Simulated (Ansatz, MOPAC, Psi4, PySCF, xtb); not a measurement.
Two geometries of SMILES NC, singlet, relaxed at B3LYP-D3(BJ)/def2-SVP with one dihedral held; other torsions can differ between them too.

Structure A

```
7

C     -0.5674     0.1248    -0.0395
N      0.8546    -0.0854    -0.2838
H     -1.1859    -0.5868    -0.6172
H     -0.9337     1.1470    -0.2587
H     -0.8007    -0.0733     1.0195
H      1.3975     0.0088     0.5706
H      1.2293     0.5712    -0.9640
```

Structure B

```
7

C     -0.5779     0.0981    -0.0649
N      0.8569    -0.0659    -0.2734
H     -1.2318    -0.5996    -0.6300
H     -0.8881     1.1182    -0.3519
H     -0.8148    -0.0120     1.0050
H      1.0494    -0.2576    -1.2572
H      1.1818    -0.8976     0.2212
```

Which is lower in energy at the level CCSD(T) on RHF/cc-pVTZ, frozen core // B3LYP-D3(BJ)/def2-SVP in Ansatz (an electronic-structure program), and by how much?

B is lower, by 5.17 kJ/mol (dihedral H3–C1–N2–H6: -140° in A, 40° in B).

E(B) − E(A) in kJ/mol at the other levels, on the same two geometries: B3LYP/def2-TZVP // B3LYP-D3(BJ)/def2-SVP (Psi4) -3.83; B3LYP-D3(BJ)/def2-TZVP // B3LYP-D3(BJ)/def2-SVP (Psi4) -3.86; PBE/def2-TZVP // B3LYP-D3(BJ)/def2-SVP (Psi4) -4.28; PBE-D3(BJ)/def2-TZVP // B3LYP-D3(BJ)/def2-SVP (Psi4) -4.30; wB97X-D/def2-TZVP // B3LYP-D3(BJ)/def2-SVP (Psi4) -3.89; RHF/cc-pVTZ // B3LYP-D3(BJ)/def2-SVP (Ansatz) -3.98; MP2 on RHF/cc-pVTZ, frozen core // B3LYP-D3(BJ)/def2-SVP (Ansatz) -5.01; CCSD on RHF/cc-pVTZ, frozen core // B3LYP-D3(BJ)/def2-SVP (Ansatz) -4.95; PM6, restricted, heats of formation // B3LYP-D3(BJ)/def2-SVP (MOPAC) -3.01; PM7, restricted, heats of formation // B3LYP-D3(BJ)/def2-SVP (MOPAC) -1.55; GFN1-xTB // B3LYP-D3(BJ)/def2-SVP (xtb) -3.57; restricted B3LYP/6-31G*, spherical d // B3LYP-D3(BJ)/def2-SVP (PySCF) -5.41; restricted B3LYP/3-21G // B3LYP-D3(BJ)/def2-SVP (PySCF) -3.25; restricted B3LYP/LANL2DZ // B3LYP-D3(BJ)/def2-SVP (PySCF) -0.37; restricted Hartree-Fock/STO-3G // B3LYP-D3(BJ)/def2-SVP (PySCF) -8.29.
